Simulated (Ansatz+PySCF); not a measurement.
singlet LiH₂O(+): levels of theory in one basis

```yaml
atoms:
  - { symbol: Li, position_ang: [0.0398, -0.0278, -1.5007] }
  - { symbol: O, position_ang: [-0.0384, 0.0300, 0.3175] }
  - { symbol: H, position_ang: [0.0326, 0.7901, 0.8875] }
  - { symbol: H, position_ang: [-0.0280, -0.8049, 0.8990] }
```

Basis set: def2-SVP (spherical functions). Correlated methods keep 1 orbital frozen. Charge 1, multiplicity 1.

Computed with Ansatz (development build ahead of 0.2.0); each method stands on the lowest determinant of its kind that the runs found.

| method | E − E(RHF) (eV) | <S²> of the determinant |
| --- | --- | --- |
| RHF | 0.00 | 0.00 |
| RHF-CCSD | -5.84 | – |
| RHF-CCSD(T) | -5.93 | – |

Q: What does RHF-MP2 give on the same scale?

A: -5.60 eV.

Q: Is a single determinant a sound starting point here?

A: By this sign, yes. Unrestricted orbitals gain 0.00 eV and <S²> is 0.00 against 0.00 for a pure state.
